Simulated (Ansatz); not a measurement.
Born–Oppenheimer molecular dynamics of BFH2O (5 atoms, charge 0, multiplicity 1). It starts from a relaxed structure.

Level of theory: RKS revPBE/6-31G* in Ansatz 0.2.0.

```json
{"ensemble": "NVE (velocity Verlet)", "time step": "0.25 fs", "steps asked": "250", "starting velocities drawn for": "300 K", "seed": "295738"}
```

Frames 5 fs apart, positions in Å, forces in eV/Å.

Velocities at 2.5 fs (Å/ps):

```
B 0.81 4.24 -2.49
F -2.09 -0.85 -2.79
H 11.18 -22.13 3.58
O 1.02 0.68 4.90
H 3.24 -18.00 -2.11
```

```xyz
5
Properties=species:S:1:pos:R:3:forces:R:3 time_fs=2.5 energy_less_start_eV=0.018 T=253
B 0.017 -0.054 -0.063 0.34 -0.33 0.41
F -0.075 -0.137 1.284 0.06 0.11 0.08
H 1.090 0.169 -0.568 -0.19 0.15 -0.04
O -1.068 -0.322 -0.828 -0.37 -0.08 -0.48
H -1.849 -0.597 -0.299 0.16 0.14 0.02
5
Properties=species:S:1:pos:R:3:forces:R:3 time_fs=7.5 energy_less_start_eV=0.087 T=76
B 0.026 -0.039 -0.069 0.28 -0.85 0.62
F -0.085 -0.140 1.271 0.21 0.25 0.41
H 1.117 0.087 -0.558 -0.15 0.41 -0.14
O -1.066 -0.319 -0.809 -0.28 0.00 -1.15
H -1.819 -0.666 -0.296 -0.05 0.19 0.26
5
Properties=species:S:1:pos:R:3:forces:R:3 time_fs=12.5 energy_less_start_eV=0.083 T=86
B 0.040 -0.042 -0.064 -0.30 -0.80 -0.15
F -0.092 -0.140 1.264 0.35 0.20 0.84
H 1.112 0.098 -0.579 0.00 0.39 -0.06
O -1.069 -0.317 -0.806 -0.11 -0.09 -0.64
H -1.787 -0.685 -0.246 0.07 0.30 0.01
5
Properties=species:S:1:pos:R:3:forces:R:3 time_fs=17.5 energy_less_start_eV=0.050 T=170
B 0.048 -0.061 -0.061 -0.33 -0.08 -0.75
F -0.095 -0.138 1.266 0.42 0.03 0.74
H 1.097 0.197 -0.608 -0.18 0.05 0.22
O -1.073 -0.316 -0.812 0.32 -0.13 -0.08
H -1.754 -0.640 -0.186 -0.23 0.13 -0.12
5
Properties=species:S:1:pos:R:3:forces:R:3 time_fs=22.5 energy_less_start_eV=0.054 T=160
B 0.049 -0.082 -0.072 -0.52 0.60 0.14
F -0.093 -0.135 1.277 0.41 -0.13 -0.06
H 1.053 0.310 -0.595 0.16 -0.21 0.04
O -1.072 -0.317 -0.821 0.10 -0.27 0.19
H -1.762 -0.562 -0.162 -0.15 0.01 -0.32
5
Properties=species:S:1:pos:R:3:forces:R:3 time_fs=27.5 energy_less_start_eV=0.075 T=108
B 0.039 -0.090 -0.080 -0.17 0.96 1.01
F -0.085 -0.134 1.288 0.30 -0.20 -0.63
H 1.035 0.374 -0.569 0.10 -0.42 -0.07
O -1.071 -0.321 -0.827 -0.14 -0.20 -0.16
H -1.811 -0.483 -0.203 -0.08 -0.14 -0.15
5
Properties=species:S:1:pos:R:3:forces:R:3 time_fs=32.5 energy_less_start_eV=0.042 T=192
B 0.025 -0.078 -0.068 -0.11 0.60 0.70
F -0.074 -0.136 1.292 0.10 -0.11 -0.39
H 1.041 0.344 -0.557 0.01 -0.34 -0.09
O -1.071 -0.329 -0.835 -0.09 0.03 -0.23
H -1.873 -0.436 -0.282 0.10 -0.19 0.01
5
Properties=species:S:1:pos:R:3:forces:R:3 time_fs=37.5 energy_less_start_eV=0.027 T=231
B 0.007 -0.053 -0.042 -0.18 -0.25 -0.63
F -0.062 -0.138 1.291 -0.14 0.08 0.46
H 1.050 0.237 -0.566 -0.01 -0.02 -0.02
O -1.072 -0.336 -0.846 0.19 0.34 0.05
H -1.917 -0.432 -0.360 0.14 -0.15 0.14
5
Properties=species:S:1:pos:R:3:forces:R:3 time_fs=42.5 energy_less_start_eV=0.074 T=109
B -0.012 -0.034 -0.029 0.27 -0.93 -1.23
F -0.051 -0.140 1.296 -0.34 0.24 0.74
H 1.053 0.126 -0.579 -0.12 0.29 0.09
O -1.070 -0.338 -0.857 0.13 0.48 0.21
H -1.929 -0.464 -0.406 0.07 -0.08 0.19
5
Properties=species:S:1:pos:R:3:forces:R:3 time_fs=47.5 energy_less_start_eV=0.086 T=78
B -0.027 -0.035 -0.040 0.64 -1.04 -0.05
F -0.045 -0.139 1.308 -0.47 0.30 -0.12
H 1.036 0.081 -0.577 0.15 0.44 -0.06
O -1.068 -0.333 -0.865 -0.46 0.28 0.13
H -1.918 -0.513 -0.410 0.13 0.02 0.09
5
Properties=species:S:1:pos:R:3:forces:R:3 time_fs=52.5 energy_less_start_eV=0.056 T=154
B -0.026 -0.057 -0.052 1.07 -0.40 0.68
F -0.044 -0.134 1.320 -0.46 0.12 -0.92
H 1.041 0.135 -0.583 -0.10 0.23 0.05
O -1.071 -0.324 -0.871 -0.43 0.03 0.10
H -1.888 -0.561 -0.387 -0.08 0.02 0.09
5
Properties=species:S:1:pos:R:3:forces:R:3 time_fs=57.5 energy_less_start_eV=0.038 T=202
B -0.004 -0.088 -0.052 0.21 0.44 0.29
F -0.049 -0.128 1.320 -0.29 -0.19 -0.96
H 1.030 0.242 -0.580 -0.05 -0.11 0.06
O -1.081 -0.315 -0.874 0.09 -0.23 0.71
H -1.863 -0.601 -0.351 0.04 0.10 -0.10
```

Of the whole run (62 fs, mean temperature of the second half 157 K): The conserved energy stayed within 0.008 meV per atom of its start (net change 0.0072 meV per atom), so the integration is sound. The temperature averaged 0.52 of the 300 K drawn at the start: a run that starts near a minimum puts about half its kinetic energy into the potential. A run of 0.062 ps of so small a system gives no equilibrium averages.

The run took 3.1 min on 1 thread of Arm Neoverse V2, on a shared host, peak memory 0.059 GiB.
